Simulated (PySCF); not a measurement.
## Ionisation and electron attachment of 3-pyrroline

Parent: 3-pyrroline, `C1=CCNC1` (C4H7N). Coordinates in Å; atoms count from 1 in this order:
```
C    -0.8513    0.8118   -0.4274
C     0.4477    1.1128   -0.3604
C     1.2379   -0.0579    0.1424
N     0.2550   -1.1325    0.1580
C    -1.0930   -0.5979    0.0220
H    -1.6503    1.4834   -0.7485
H     0.8981    2.0739   -0.6171
H     1.6686    0.1673    1.1428
H     2.0952   -0.2939   -0.5173
H     0.3690   -1.7932    0.9157
H    -1.6906   -1.1710   -0.7131
H    -1.6745   -0.6075    0.9699
```

Energies: ωB97X-D3(BJ)/ma-def2-TZVP (PySCF, density fitting, integration grid level 2) on PBE0-D3(BJ)/ma-def2-SVP structures. The prefix ma- adds one diffuse s and one diffuse p function on all atoms but H. ωB97X-D3(BJ) is ωB97X-V with D3(BJ) in place of VV10. Thermal corrections: PBE0-D3(BJ)/ma-def2-SVP frequencies, unscaled, ideal gas at 298.15 K and 1 bar, quasi-RRHO entropy.

Frontier levels of the parent: HOMO -8.46 eV, LUMO 1.12 eV.

Oxidation to the radical cation:
* Vertical ionisation energy (electronic): 8.40 eV
* Adiabatic ionisation energy (with zero-point energy): 7.99 eV
* Adiabatic, electronic part: 8.06 eV
* Vertical gap at the product's structure: 7.79 eV
* Inner reorganisation energy (four-point): 606 meV
* Relaxation of product / of parent: 336 / 270 meV
* ⟨S²⟩ of the product: 0.756
* Largest spin populations: N4 0.72
* Largest changes of atomic charge: N4 0.39, H (on C5) 0.11, H (on C3) 0.11, H (on C3) 0.09
* Distances that move most (Å): N4–C5 1.457 → 1.422; C3–N4 1.456 → 1.422; C2–C3 1.499 → 1.487; C1–C5 1.499 → 1.487
* Potential in water: 5.49 V absolute, 0.98 V against Fc+/Fc computed at 4.52 V (solvation -16 → -258 kJ/mol)

Vertical electron affinity to the radical anion: -1.00 eV. The extra electron is not bound at this structure, the number hangs on the basis, and the ion was not relaxed.

Solvents are IEF-PCM continua (electrostatics only, gas-phase structures); absolute potentials refer to an electron at rest in vacuum. Fc+/Fc in water, 4.52 V, is ωB97X-D3(BJ)/ma-def2-TZVP on PBE0-D3(BJ)/def2-SVP structures with GFN2-xTB thermal terms. Benchmark calculations put it near 5.0 V in acetonitrile and DMSO, so it is about 0.5 V low, and the value against it can read up to that much too high.

Measured values (NIST Chemistry WebBook, evaluated or the median of agreeing entries): vertical ionisation energy 8.61 eV (computed 8.40, difference -0.21); adiabatic ionisation energy 8.00 eV (computed 7.99, difference -0.01).

Differences come from unrounded values, so a last digit can differ from that of the printed terms.
